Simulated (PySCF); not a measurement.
Bonds (- single, = double, # triple, : aromatic): C1-S2 1.816 Å, S2=O3 1.502 Å, S2-C4 1.788 Å, C4=C5 1.330 Å, C5-F6 1.322 Å. C1 carries H7, H8, H9; C4 carries H10; C5 carries H11. Stereochemistry as in C[S@](=O)/C=C/F.

Geometry: PBE0-D3(BJ)/def2-SVP; GIAO shifts from PySCF, gas phase, non-relativistic, averaged over equivalent atoms.

At PBE0/6-311+G(2d,p) (200 basis functions, 18 s wall time on 1 thread of an Arm Neoverse V2, shared host):
| atoms | δ (ppm) |
| --- | --- |
| C5 | 164.4 |
| C4 | 124.2 |
| C1 | 45.6 |
| S2 | 326.3 |
| O3 | 41.8 |
| F6 | -122.6 |
| H11 | 7.33 |
| H10 | 6.07 |
| H7/H8/H9 | 2.39 |

References, each an isolated molecule treated in the same way: 13C (186.44 ppm) and 1H (31.51 ppm) vs TMS; 33S (507.15 ppm) against CS2; 17O (326.57 ppm) vs H2O; 19F (174.75 ppm) against CFCl3.

**Question.** Estimate the result of repeating the calculation with PBE0/def2-TZVP.

**Answer.** 
```csv
atoms,δ at PBE0/def2-TZVP,change
C5,166.0,+1.6
C4,124.2,+0.0
C1,45.3,-0.3
S2,344.9,+18.6
O3,43.3,+1.5
F6,-115.3,+7.3
H11,7.21,-0.12
H10,6.09,+0.02
H7/H8/H9,2.30,-0.09
```

Scale: TMS for 13C (σ = 186.65 ppm) and 1H (σ = 31.48 ppm); 33S (σ = 492.14 ppm) against CS2; 17O (σ = 332.57 ppm) vs H2O; 19F (σ = 178.85 ppm) against CFCl3 (reference shieldings calculated alike).

The largest change is at S2 (sulfoxide sulfur). Cost: 222 basis functions, 21 s wall time on 1 thread of an Arm Neoverse V2, shared host. The order of the carbon signals is the same at both levels.

Unscaled 19F shifts against computed CFCl3 carry errors that often reach 10 to 50 ppm. Experimental scales use liquid or dissolved standards, which lie at an offset from isolated H2O (liquid H2O: subtract about 36 ppm).
